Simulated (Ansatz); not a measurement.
## Relaxing hydrogen (H2 molecule)

Level of theory: Ansatz 0.2.0, DFT, LDA (PW92), plane waves (420 eV) with PAW, scalar-relativistic. The PAW files were generated under PBE, with cores re-solved for the functional.

k-point mesh 1×1×1, Fermi-Dirac smearing 0.01 eV, no spin polarisation. The box is fixed.

Starting structure:

```yaml
crystal:
  lattice:
    - [12.0, 0.0, 0.0]
    - [0.0, 12.3, 0.0]
    - [0.0, 0.0, 12.6]
  atoms:
    - { symbol: H, position: [0.5, 0.5, 0.4702380952] }
    - { symbol: H, position: [0.5, 0.5, 0.5297619048] }
hamiltonian:
  xc: lda
  pseudopotentials:
    kind: paw
    azcp:
      H: "pseudopotentials/H.paw.azcp"
basis:
  ecutwfc: 420
  fft_grid_basis: typed
kpoints:
  mp_grid: { grid: [1, 1, 1], shift: [0, 0, 0] }
magnetization:
  spin_polarized: false
scf:
  occupations: { method: fermi_dirac, width: 0.01 }
relax:
  max_steps: 60
  f_tol: 0.01
```

Task: What is the relaxed bond length?

Result: 0.765 Å (start 0.750 Å).
